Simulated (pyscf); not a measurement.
Single points on ωB97X-D3(BJ)/def2-SVP structures (PySCF, gas phase). Correlated levels are frozen-core, on RHF or UHF. ΔMP2 is the change of the MP2 total energy from the triple- to the quadruple-zeta basis.

### Question
How much does it cost (ΔH, 298 K, CCSD(T)/def2-TZVPP + ΔMP2(QZVPP)) to split HO–Ga=AsH (SMILES [OH][Ga]=[AsH]) at its Ga–O bond into OH• + [Ga=AsH]•?

### Answer
Ga–O to OH• + [Ga=AsH]•: 92.0 kcal/mol. The radicals are drawn with the spin at the cut bond; how far it spreads was not checked. The CCSD(T) − MP2 part came from Ansatz, without density fitting, on the same reference. The frozen core leaves the outer d or s,p core shells of the metals and heavy elements correlated in the MP2 and CC values, and def2-TZVPP describes them poorly, which can shift differences by a few kcal/mol. Left out: the spin-orbit lowering of OH. Elements up to Kr have no core potential and no relativistic terms here.
